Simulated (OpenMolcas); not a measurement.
## Worked example: vertical ionisation energy of S2O (Disulfur monoxide)

S2O has 3 atoms, charge 0, and is taken as a singlet. As SMILES, `O=S=S`. Geometry: relaxed at PBE0-D4/def2-TZVP.

```xyz
3

O     0.4516    1.2040    0.4932
S     0.5291   -0.2055    0.1489
S    -0.9807   -0.9985   -0.6421
```

Both states at this one shape; open shells run unrestricted unless said. 1 Eh = 27.2114 eV.

| level | program | singlet S2O (Eh) | doublet S2O+ (Eh) | HOMO of the first (eV) |
| --- | --- | --- | --- | --- |
| HF/STO-3G, open shells restricted | OpenMolcas | -860.002977 | -859.810272 | -6.04 |
| SVWN5/STO-3G | OpenMolcas | -858.285957 | -858.049180 | -1.65 |
| PBE/STO-3G | OpenMolcas | -861.180537 | -860.946426 | -1.66 |
| M06-2X/STO-3G | OpenMolcas | -861.608450 | -861.369698 | -4.45 |

Q: Work out the vertical ionisation energy at each level.

A: 
1. HF/STO-3G, open shells restricted: -859.810272 − (-860.002977) = 0.192705 Eh = 5.24 eV; −ε(HOMO) = 6.04 eV.
2. SVWN5/STO-3G: -858.049180 − (-858.285957) = 0.236777 Eh = 6.44 eV; −ε(HOMO) = 1.65 eV.
3. PBE/STO-3G: -860.946426 − (-861.180537) = 0.234111 Eh = 6.37 eV; −ε(HOMO) = 1.66 eV.
4. M06-2X/STO-3G: -861.369698 − (-861.608450) = 0.238752 Eh = 6.50 eV; −ε(HOMO) = 4.45 eV.

No measured value is set beside it here; the levels span 5.24 to 6.50 eV. In Hartree–Fock, −ε(HOMO) (Koopmans) exceeds the difference of totals by the orbital relaxation of the ion. In semi-local functionals −ε(HOMO) lies far under the ionisation energy, a result of self-interaction, while the difference of totals does much better. Hartree–Fock favours the state with fewer electron pairs, since it lacks pair correlation. Minimal sets are far from the basis-set limit. The second state is spin-contaminated at M06-2X/STO-3G (⟨S²⟩ = 1.12).
